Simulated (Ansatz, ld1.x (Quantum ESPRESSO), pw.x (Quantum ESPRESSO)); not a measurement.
Rh (Z = 45): one change to the TM potential, in the atom and in the fcc crystal

```
Element                 : Rh (Z = 45)
Generator               : ld1.x (Quantum ESPRESSO) 7.5
Type                    : norm-conserving Troullier–Martins (Kleinman–Bylander form)
Functional              : PBE
Relativity              : scalar-relativistic
Frozen core             : [Kr]
Valence charge          : 9
Reference configuration : 4d8 5s1 5p0
Partial waves           : 5p (bound, empty): rc 4.00 bohr; 4d (bound): rc 2.00 bohr; 5s (bound): rc 2.90 bohr
Local potential         : the s channel
Core correction         : none
```

Change: core correction a·sin(br)/r model core inside 1.52 bohr.

Cutoffs, loose and tight: the cutoffs (Ry, on a coarse ladder) from which the occupation-weighted sum of valence levels, in a spherical-Bessel basis at the reference potential, stays within 10 and 1 mRy of its value at 400 Ry. They do not see the model core or the augmentation charge, which bear on the density cutoff. Test errors are all-electron minus pseudo excitation energies from the reference, over the configurations 4d8 5s0 5p0; 4d7 5s0 5p0; 4d6 5s0 5p0; 4d9 5s0 5p0; 4d5 5s0 5p0; 4d8 5s0.5 5p0; 4d8 5s0 5p1; variants that change the core or the reference have their own tests.

Crystal test: fcc Rh in pw.x 7.5, no spin, 15³ k-points, Fermi–Dirac smearing 0.01 Ry, cutoffs set for each file from its atomic test. The reference is all-electron LAPW (Ansatz 0.2.0) with the same functional, mesh and smearing; V0 and B0 come from Birch–Murnaghan fits to the pressures at five volumes. Errors are pseudo minus all-electron; Δ is the rms difference of the E(V) curves that follow from these fits, minima aligned, over ±6 % about the mean V0. Mesh and smearing are coarse, so the numbers serve the comparison and aren't converged zero-temperature values; the lattice is a test structure that the element need not adopt.

All-electron: a0 = 3.834 Å (V0 = 14.09 Å³/atom), B0 = 252.3 GPa.

**Question.** Does the change bring the crystal closer to the all-electron result?

**Answer.** The mean pressure error goes from +13.46 to +14.47 GPa, a small move against the size of the error.

```csv
quantity,base,changed
outcome (atom),generated,generated
"cutoff, loose (atom)",50 Ry,50 Ry
"cutoff, tight (atom)",70 Ry,70 Ry
bound ghosts (atom),none,none
largest test error (meV) (atom),-435 over the solved tests; 1 of 7 tests not solved or not reliable,-703 over the solved tests; 1 of 7 tests not solved or not reliable
cutoffs in pw.x (Ry),85/340,85/340
a0 (Å),3.896,–
a0 error (%),+1.62,–
B0 error (%),-2.7,–
Δ (meV/atom),38.1,–
mean pressure error (GPa),+13.46,+14.47
```

A dash: not determined, or the minimum lies outside the volumes sampled.

Base: The largest radius (4.00 bohr) exceeds half the bond length (2.56 bohr), so the spheres overlap, which is one possible source of error among others. This is a poor potential for the solid. Atomic configuration tests: 1 of 7 tests not solved or not reliable. Changed file: The largest radius (4.00 bohr) exceeds half the bond length (2.56 bohr), so the spheres overlap, which is one possible source of error among others. This is a poor potential for the solid. Atomic configuration tests: 1 of 7 tests not solved or not reliable. The atomic cutoffs weigh occupied waves only.
